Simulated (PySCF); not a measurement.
Ground-state electric properties of a mixed set of molecules.

All values: CAM-B3LYP/def2-SVPD (PySCF) at PBE0-D3(BJ)/def2-SVP geometries, gas phase, one conformer each. Core orbitals are frozen in the response; Δα² is half the sum of the squared differences of the principal polarisabilities.

(1) Rank by mean static polarisability, lowest first.
A. `C=S` (CH2S)
B. `P[SiH](P)Cl` (ClH5P2Si)
C. `C=C/C=C/OC(C)=O` (C6H8O2)
D. `COC(F)(F)[C@H](F)Cl` (C3H4ClF3O)
E. `c1occ(c1)COC` (C6H8O2)
F. `COC(=O)c1ccon1` (C5H5NO3)

(2) Rank by vertical ionisation energy (ΔSCF), lowest first.
A. `COC(=O)c1ccon1`
B. `COC(F)(F)[C@H](F)Cl`
C. `C=C/C=C/OC(C)=O`
D. `P[SiH](P)Cl`
E. `COCc1ccoc1`

(3) Rank by dipole moment, lowest first.
A. `[CH3:1][O:2][C:3](=[O:4])[c:5]1[cH:6][cH:7][o:8][n:9]1` with C1–O2–C3–O4 0°, O2–C3–C5–C6 -179°
B. `[CH2:1]=[CH:2]/[CH:3]=[CH:4]/[O:5][C:6]([CH3:7])=[O:8]` with C1–C2–C3–C4 180°, C3–C4–O5–C6 180°, C4–O5–C6–C7 180°
C. `[CH3:1][O:2][CH2:3][c:4]1[cH:5][cH:6][o:7][cH:8]1` with C1–O2–C3–C4 -67°, O2–C3–C4–C5 -52°
D. `[CH3:1][O:2][C:3]([F:4])([F:5])[C@H:6]([F:7])[Cl:8]` with C1–O2–C3–F4 -57°, O2–C3–C6–F7 -176°

Answers

(1) A (5.03 Å³), D (8.62 Å³), F (10.88 Å³), E (11.21 Å³), C (13.59 Å³), B (14.38 Å³).

(2) C (8.47 eV), E (8.86 eV), D (9.28 eV), A (10.41 eV), B (11.65 eV).

(3) C (0.69 D), A (1.06 D), B (1.94 D), D (2.76 D).

All values together:

```
             SMILES    formula  μ (D)  HOMO (eV)  LUMO (eV)  α (Å³)  Δα (Å³)  electrons  α per electron (Å³)  ΔSCF removal energy (eV)
    C=C/C=C/OC(C)=O     C6H8O2   1.94      -7.75      -0.01   13.59    12.65         60                0.227                      8.47
        P[SiH](P)Cl   ClH5P2Si   2.06      -8.51       0.40   14.38     4.26         66                0.218                      9.28
     COC(=O)c1ccon1    C5H5NO3   1.06      -9.56      -0.46   10.88     6.36         66                0.165                     10.41
                C=S       CH2S   1.81      -8.11      -1.44    5.03     2.54         24                0.210                         –
COC(F)(F)[C@H](F)Cl  C3H4ClF3O   2.76     -10.63       1.06    8.62     1.86         74                0.116                     11.65
         COCc1ccoc1     C6H8O2   0.69      -8.07       1.18   11.21     3.37         60                0.187                      8.86
```

Conformers: `[CH2:1]=[CH:2]/[CH:3]=[CH:4]/[O:5][C:6]([CH3:7])=[O:8]` with C1–C2–C3–C4 180°, C3–C4–O5–C6 180°, C4–O5–C6–C7 180°; `[PH2:1][SiH:2]([PH2:3])[Cl:4]` with H–P1–Si2–P3 47° and -47°, P1–Si2–P3–H 47° and -47°; `[CH3:1][O:2][C:3](=[O:4])[c:5]1[cH:6][cH:7][o:8][n:9]1` with C1–O2–C3–O4 0°, O2–C3–C5–C6 -179°; `[CH3:1][O:2][C:3]([F:4])([F:5])[C@H:6]([F:7])[Cl:8]` with C1–O2–C3–F4 -57°, O2–C3–C6–F7 -176°; `[CH3:1][O:2][CH2:3][c:4]1[cH:5][cH:6][o:7][cH:8]1` with C1–O2–C3–C4 -67°, O2–C3–C4–C5 -52°.

A dash marks a removal energy that wasn't run or isn't settled.

Question: By how much does the ΔSCF value exceed −ε(HOMO) over the species that have both?

Answer: By 0.72 to 1.02 eV, 0.83 eV on average, over 5 species.
